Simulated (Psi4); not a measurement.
# A workflow on SiH3F (SMILES [H][Si]([H])([H])F)

Wanted: a structure relaxation (B3LYP-D4/6-31G**), then the harmonic vibrations, then the energy (CCSD(T)/def2-TZVP), then the excited states (TD-B3LYP/6-31G**) of SiH3F. 

The calculation is run with Psi4 1.11.

### 1 The molecule

SiH3F has 5 atoms, charge 0, and is taken as a singlet. As SMILES, `[H][Si]([H])([H])F`. The coordinates come from a GFN2-xTB (4 decimals) relaxation. The run starts from this shape.

Bond lengths: Si1–F2 1.606 Å, Si1–H3 1.454 Å, Si1–H4 1.454 Å, Si1–H5 1.454 Å. Angles: F2–Si1–H3 105.1°, F2–Si1–H4 105.2°, F2–Si1–H5 105.1°, H3–Si1–H4 113.4°, H3–Si1–H5 113.5°, H4–Si1–H5 113.4°.

### 2 A geometry optimisation at B3LYP-D4/6-31G(d,p) (density fitting, Cartesian functions) (run 1)

Contents of fh3si.sdf:

```

     RDKit          3D

  5  4  0  0  0  0  0  0  0  0999 V2000
   -0.0007    0.0012   -0.0936 Si  0  0  0  0  0  4  0  0  0  0  0  0
    0.0109   -0.0191    1.5120 F   0  0  0  0  0  0  0  0  0  0  0  0
    1.4003    0.0110   -0.4822 H   0  0  0  0  0  0  0  0  0  0  0  0
   -0.7093    1.2189   -0.4534 H   0  0  0  0  0  0  0  0  0  0  0  0
   -0.7012   -1.2120   -0.4828 H   0  0  0  0  0  0  0  0  0  0  0  0
  2  1  1  0
  3  1  1  0
  4  1  1  0
  5  1  1  0
M  END
$$$$
```

Contents of calc.py:

```python
import psi4
from rdkit import Chem

psi4.set_memory('1600 MB')
psi4.set_num_threads(1)
psi4.core.set_output_file('output.dat', False)

rd = Chem.SDMolSupplier('fh3si.sdf', removeHs=False, sanitize=False)[0]
xyz = rd.GetConformer().GetPositions()
atoms = '\n'.join(f'{a.GetSymbol()} {x:.4f} {y:.4f} {z:.4f}' for a, (x, y, z) in zip(rd.GetAtoms(), xyz))
mol = psi4.geometry('0 1\n' + atoms + '\nsymmetry c1')

psi4.set_options({
    'basis': '6-31G**',
    'geom_maxiter': 60,
})

result = psi4.optimize('b3lyp-d4', molecule=mol)
print(f'total energy {result:.8f} hartree = {result * 27.211386:.5f} eV')
print(mol.to_string(dtype='xyz', units='Angstrom'))
```

Launch:

```console
python calc.py
```

output.dat:

```text
[...]
  Running in c1 symmetry.
[...]
  Nuclear repulsion =   63.338655269175092
[...]
  Multiplicity = 1
[...]
  Nalpha       = 13
  Nbeta        = 13
[...]
    Number of basis functions: 49
[...]
   @DF-RKS iter   1:  -391.13097511761305   -3.81572e-01   7.66980e-03 DIIS/ADIIS
[...]
   @DF-RKS iter   6:  -391.18666017497236   -1.25056e-12   3.47820e-09 DIIS
[...]
    Orbital Energies [Eh]
    ---------------------
    Doubly Occupied:
       1A    -66.171356     2A    -24.684059     3A     -5.318954
       4A     -3.679469     5A     -3.676396     6A     -3.676396
       7A     -1.172369     8A     -0.560107     9A     -0.447793
      10A     -0.434163    11A     -0.434162    12A     -0.343784
      13A     -0.343783
[...]
  @DF-RKS Final Energy:  -391.18666017497236
   => Energetics <=
    Nuclear Repulsion Energy =             62.6150003433264004
    One-Electron Energy =                -666.9570600179941948
    Two-Electron Energy =                 239.4196257249343489
    DFT Exchange-Correlation Energy =     -26.2614217429542691
    Empirical Dispersion Energy =          -0.0028044822846686
    VV10 Nonlocal Energy =                  0.0000000000000000
    Total Energy =                       -391.1866601749723600
[...]
 Multipole Moments:
 ------------------------------------------------------------------------------------
     Multipole            Electronic (a.u.)      Nuclear  (a.u.)        Total (a.u.)
 ------------------------------------------------------------------------------------
 L = 1.  Multiply by 2.5417464519 to convert [e a0] to [Debye]
 Dipole X            :          0.0243431           -0.0278526           -0.0035094
 Dipole Y            :         -0.0431939            0.0494156            0.0062217
 Dipole Z            :          3.4930467           -3.9960737           -0.5030270
 Magnitude           :                                                    0.5030777
[...]
  -Total Gradient:
     Atom            X                  Y                   Z
    ------   -----------------  -----------------  -----------------
       1       -0.000001055232     0.000003970675    -0.000206221733
       2        0.000000003799    -0.000006288211     0.000187925890
       3       -0.000019961646     0.000003980737    -0.000013607477
       4        0.000011317720    -0.000020280413    -0.000019730028
       5        0.000009949665     0.000017166766    -0.000013194284
[...]
    Final optimized geometry and variables:
    Molecular point group: c1
    Full point group: C1
    Geometry (in Angstrom), charge = 0, multiplicity = 1:
    SI          -0.004068106110     0.007216129030    -0.583530596724
    F            0.007178524827    -0.012734014215     1.029738033286
    H            1.394024137454     0.018162019798    -1.080676691561
    H           -0.712346019823     1.224460535594    -1.051070907915
    H           -0.704070301074    -1.202892619222    -1.081097457502
[...]
```

Standard output:

```text
Some dependencies such as QCElemental have not yet finished migration to pydantic v2. If issues are encountered please downgrade pydantic or upgrade QCElemental as appropriate
Optimizer: Optimization complete!
total energy -391.18666017 hartree = -10644.73121 eV
5
0 1 FH3Si
Si                   -0.004068106110     0.007216129030    -0.583530596724
F                     0.007178524827    -0.012734014215     1.029738033286
H                     1.394024137454     0.018162019798    -1.080676691561
H                    -0.712346019823     1.224460535594    -1.051070907915
H                    -0.704070301074    -1.202892619222    -1.081097457502
```

It took 9.9 s on 1 thread of Intel Xeon 6975P-C (Granite Rapids), shared host; peak memory 0.42 GiB.

The path in brief:

```
step  energy from the first frame kept (eV)  largest force (eV/Å)
   0                                 0.0000                1.0694
   1                                -0.0739                0.5324
   2                                -0.0878                0.2035
   3                                -0.0890                0.0553
   4                                -0.0891                0.0106
```

After the run. Bond lengths: Si1–F2 1.613 Å, Si1–H3 1.484 Å, Si1–H4 1.484 Å, Si1–H5 1.484 Å. Angles: F2–Si1–H3 109.2°, F2–Si1–H4 109.2°, F2–Si1–H5 109.2°, H3–Si1–H4 109.8°, H3–Si1–H5 109.8°, H4–Si1–H5 109.8°.

### 3 The harmonic vibrations at B3LYP-D4/6-31G(d,p) (density fitting, Cartesian functions) (run 2)

Contents of calc.inp:

```
memory 1600 MB

molecule molecule1 {
  0 1
  Si    -0.000524     0.000991    -0.089970
  F      0.010723    -0.018959     1.523299
  H      1.397569     0.011937    -0.587116
  H     -0.708802     1.218235    -0.557510
  H     -0.700526    -1.209118    -0.587537
}

set {
  basis                      6-31G**
  reference                  rks
  t                          400.0
  rotational_symmetry_number 3
}

e_tot = frequencies('b3lyp-d4')
print_variables()
```

Launch:

```console
psi4 -i calc.inp -o calc.out -n 1
```

calc.out, shortened:

```text
[...]
  Running in c1 symmetry.
[...]
  Nuclear repulsion =   62.614988483306433
[...]
  Multiplicity = 1
[...]
  Nalpha       = 13
  Nbeta        = 13
[...]
    Number of basis functions: 49
[...]
   @DF-RKS iter   1:  -391.13740800406316   -4.16892e-01   7.43131e-03 DIIS/ADIIS
[...]
   @DF-RKS iter   9:  -391.18665970951844    0.00000e+00   4.78506e-09 DIIS
[...]
  @DF-RKS Final Energy:  -391.18665970951844
   => Energetics <=
    Nuclear Repulsion Energy =             62.6148341484429167
    One-Electron Energy =                -666.9567176259940879
    Two-Electron Energy =                 239.4194417231778687
    DFT Exchange-Correlation Energy =     -26.2614134695085930
    Empirical Dispersion Energy =          -0.0028044856366055
    VV10 Nonlocal Energy =                  0.0000000000000000
    Total Energy =                       -391.1866597095184375
[...]
 Multipole Moments:
[...]
  -Total Gradient:
     Atom            X                  Y                   Z
    ------   -----------------  -----------------  -----------------
       1        0.000002193611     0.000239867042    -0.000199647816
       2        0.000003015617     0.000093036421     0.000189318513
       3       -0.000021008539    -0.000013103131    -0.000016194916
       4        0.000097608401    -0.000173849547     0.000106701207
       5       -0.000079789995    -0.000145714950    -0.000145533470
[...]
  ==> Harmonic Vibrational Analysis <==
[...]
  Freq [cm^-1]                 735.3242            751.6904            887.8084
[...]
  IR activ [km/mol]            57.7803             61.6848             32.3299
[...]
  Freq [cm^-1]                 956.4144            958.3261           1040.8250
[...]
  IR activ [km/mol]            102.1613            98.2070             247.6222
[...]
  Freq [cm^-1]                2252.8011           2258.6738           2258.9217
[...]
  IR activ [km/mol]            40.0998             185.9923            185.9625
[...]
  Total E_0, Enthalpy at 0 [K]                                                         -391.15909255 [Eh]
[...]
  Total H, Enthalpy at  400.00 [K]                                                     -391.15293863 [Eh]
[...]
  Total G, Gibbs energy at  400.00 [K]                                                 -391.19153586 [Eh]
[...]
```

Run time: 44 s. Hardware: 1 thread of Intel Xeon 6975P-C (Granite Rapids), shared host; peak memory 0.38 GiB.

### 4 A single-point energy at CCSD(T)/def2-TZVP (run 3)

Contents of fh3si.xyz:

```xyz
5
FH3Si
Si    -0.000524     0.000991    -0.089970
F      0.010723    -0.018959     1.523299
H      1.397569     0.011937    -0.587116
H     -0.708802     1.218235    -0.557510
H     -0.700526    -1.209118    -0.587537
```

Contents of fh3si.py:

```python
import psi4

psi4.set_memory('1600 MB')
psi4.set_num_threads(1)
psi4.set_output_file('run.log', False)

with open('fh3si.xyz') as f:
    atoms = ''.join(f.readlines()[2:])
mol = psi4.geometry('0 1\n' + atoms + '')

options = {'basis': 'def2-TZVP', 'reference': 'rhf', 'scf_type': 'pk', 'num_frozen_docc': 6}
psi4.set_options(options)

result = psi4.energy('ccsd(t)')
print('E =', round(result, 9))
```

Launch:

```console
python fh3si.py
```

run.log:

```text
[...]
  Running in c1 symmetry.
[...]
  Nuclear repulsion =   62.614988483306426
[...]
  Multiplicity = 1
[...]
  Nalpha       = 13
  Nbeta        = 13
[...]
    Number of basis functions: 86
[...]
   @RHF iter   1:  -390.18462592151559   -6.61294e-01   3.83995e-03 ADIIS/DIIS
[...]
   @RHF iter  10:  -390.23074854485708   -2.27374e-12   3.40489e-09 DIIS
[...]
    Orbital Energies [Eh]
    ---------------------
    Doubly Occupied:
       1A    -68.818171     2A    -26.285478     3A     -6.162933
       4A     -4.270124     5A     -4.269337     6A     -4.269337
       7A     -1.582770     8A     -0.773361     9A     -0.666209
      10A     -0.666208    11A     -0.640287    12A     -0.491170
      13A     -0.491168
[...]
  @RHF Final Energy:  -390.23074854485708
   => Energetics <=
    Nuclear Repulsion Energy =             62.6149884833064263
    One-Electron Energy =                -666.9183682161051365
    Two-Electron Energy =                 214.0726311879416244
    Total Energy =                       -390.2307485448570787
[...]
 Multipole Moments:
 ------------------------------------------------------------------------------------
     Multipole            Electronic (a.u.)      Nuclear  (a.u.)        Total (a.u.)
 ------------------------------------------------------------------------------------
 L = 1.  Multiply by 2.5417464519 to convert [e a0] to [Debye]
 Dipole X            :          0.0239186           -0.0278524           -0.0039338
 Dipole Y            :         -0.0424356            0.0494149            0.0069793
 Dipole Z            :          3.4320426           -3.9960740           -0.5640314
 Magnitude           :                                                    0.5640883
[...]
      * MP2 total energy                      = -390.603921604522270
[...]
      * CCSD total energy                     = -390.626927804513912
[...]
      * CCSD(T) total energy                  = -390.637003468139028
```

Standard output:

```text
E = -390.637003468
```

It took 11 s on 1 thread of Intel Xeon 6975P-C (Granite Rapids), shared host; peak memory 0.67 GiB.

### 5 The excited states at TD-B3LYP/6-31G(d,p) (density fitting, Cartesian functions, save jk yes) (run 4)

Contents of input.inp:

```
memory 1600 mb

molecule {
  Si    -0.000524     0.000991    -0.089970
  F      0.010723    -0.018959     1.523299
  H      1.397569     0.011937    -0.587116
  H     -0.708802     1.218235    -0.557510
  H     -0.700526    -1.209118    -0.587537
  symmetry c1
}

set {
  basis   6-31G**
  save_jk true
}

from psi4.driver.procrouting.response.scf_response import tdscf_excitations
E, wfn = energy('b3lyp', return_wfn=True)
states = tdscf_excitations(wfn, states=6, tda=False)
```

Launch:

```console
psi4 -n 1 input.inp input.out
```

input.out, shortened:

```text
[...]
  Running in c1 symmetry.
[...]
  Nuclear repulsion =   62.614988483306426
[...]
  Multiplicity = 1
[...]
  Nalpha       = 13
  Nbeta        = 13
[...]
    Number of basis functions: 49
[...]
   @DF-RKS iter   1:  -391.13460352166311   -4.16892e-01   7.43131e-03 ADIIS/DIIS
[...]
   @DF-RKS iter   7:  -391.18385568392858   -3.70528e-09   1.94504e-07 DIIS
[...]
  @DF-RKS Final Energy:  -391.18385568392858
   => Energetics <=
    Nuclear Repulsion Energy =             62.6149884833064263
    One-Electron Energy =                -666.9570571217151382
    Two-Electron Energy =                 239.4196367778835111
    DFT Exchange-Correlation Energy =     -26.2614238234033728
    Empirical Dispersion Energy =           0.0000000000000000
    VV10 Nonlocal Energy =                  0.0000000000000000
    Total Energy =                       -391.1838556839285843
[...]
 Multipole Moments:
 ------------------------------------------------------------------------------------
     Multipole            Electronic (a.u.)      Nuclear  (a.u.)        Total (a.u.)
 ------------------------------------------------------------------------------------
 L = 1.  Multiply by 2.5417464519 to convert [e a0] to [Debye]
 Dipole X            :          0.0243420           -0.0278524           -0.0035104
 Dipole Y            :         -0.0431930            0.0494149            0.0062218
 Dipole Z            :          3.4930473           -3.9960740           -0.5030267
 Magnitude           :                                                    0.5030774
[...]
**********                               WARNING                                **********
**********       The names of excited state variables changed between 1.5       **********
[...]
**********                               WARNING                                **********
**********  Length-gauge rotatory strengths are **NOT** gauge-origin invariant  **********
[...]
                                    Excitation Energy         Total Energy        Oscillator Strength             Rotatory Strength
[...]
Excited State    1 (1 A):   0.29669 au   153.57 nm f = 0.0007
[...]
Excited State    3 (1 A):   0.37175 au   122.56 nm f = 0.0000
[...]
Excited State    4 (1 A):   0.38524 au   118.27 nm f = 0.0002
[...]
Excited State    5 (1 A):   0.38525 au   118.27 nm f = 0.0002
[...]
Excited State    6 (1 A):   0.39540 au   115.23 nm f = 0.0000
[...]
```

Wall time 8.1 s (1 thread of Intel Xeon 6975P-C (Granite Rapids), shared host); peak memory 0.36 GiB.

The roots found:

```
excited state  energy (eV)  strength  label
            1        8.073    0.0007    A 1
            2        8.073    0.0007    A 1
            3       10.116    0.0000    A 1
            4       10.483    0.0002    A 1
            5       10.483    0.0002    A 1
            6       10.759    0.0000    A 1
```

### 6 What came out

| quantity | value |
| --- | --- |
| run 1, B3LYP-D4/6-31G**: total energy at the end | -391.18666 Eh |
| run 1, B3LYP-D4/6-31G**: dipole moment | 1.28 D |
| run 1, B3LYP-D4/6-31G**: HOMO energy | -9.35 eV |
| run 1, B3LYP-D4/6-31G**: LUMO energy | 0.03 eV |
| run 1, B3LYP-D4/6-31G**: HOMO–LUMO gap | 9.38 eV |
| run 1, B3LYP-D4/6-31G**: dispersion energy | -7.36 kJ/mol |
| run 2, B3LYP-D4/6-31G**: lowest harmonic wavenumber | 735 cm⁻¹ |
| run 2, B3LYP-D4/6-31G**: highest harmonic wavenumber | 2259 cm⁻¹ |
| run 2, B3LYP-D4/6-31G**: zero-point energy | 72.4 kJ/mol |
| run 2, B3LYP-D4/6-31G**: ideal-gas entropy at 400 K (symmetry number 3 as used) | 60.5 cal/(mol K) |
| run 3, CCSD(T)/def2-TZVP: total energy | -390.63700 Eh |
| run 3, CCSD(T)/def2-TZVP: HOMO energy (Hartree–Fock orbitals) | -13.37 eV |
| run 3, CCSD(T)/def2-TZVP: LUMO energy (Hartree–Fock orbitals) | 2.91 eV |
| run 3, CCSD(T)/def2-TZVP: HOMO–LUMO gap (Hartree–Fock orbitals) | 16.27 eV |
| run 3, CCSD(T)/def2-TZVP: correlation energy (6 core orbitals frozen) | -406.3 mEh |
| run 3, CCSD(T)/def2-TZVP: (T) correction | -10.08 mEh |
| run 3, CCSD(T)/def2-TZVP: T1 diagnostic | 0.011 |
| run 4, TD-B3LYP/6-31G**: ground-state or mean-field energy | -391.18386 Eh |
| run 4, TD-B3LYP/6-31G**: dipole moment (B3LYP Kohn–Sham density) | 1.28 D |
| run 4, TD-B3LYP/6-31G**: HOMO energy (B3LYP Kohn–Sham orbitals) | -9.35 eV |
| run 4, TD-B3LYP/6-31G**: LUMO energy (B3LYP Kohn–Sham orbitals) | 0.03 eV |
| run 4, TD-B3LYP/6-31G**: HOMO–LUMO gap (B3LYP Kohn–Sham orbitals) | 9.38 eV |
| run 4, TD-B3LYP/6-31G**: lowest excitation energy | 8.07 eV |

In words: The optimisation (run 1, B3LYP-D4/6-31G**) took 5 steps and changed the energy by -0.089 eV. All 9 modes (run 2, B3LYP-D4/6-31G**) are real, so the shape is a minimum at this level. The triples (run 3, CCSD(T)/def2-TZVP) make up 2.5 % of the correlation energy. The basis has no diffuse functions, so Rydberg states are missing or pushed up, and the true lowest state may lie lower. Roots above 9.4 eV lie over the negative of the HOMO energy, where those of Rydberg kind are poorly described; valence roots are less touched.
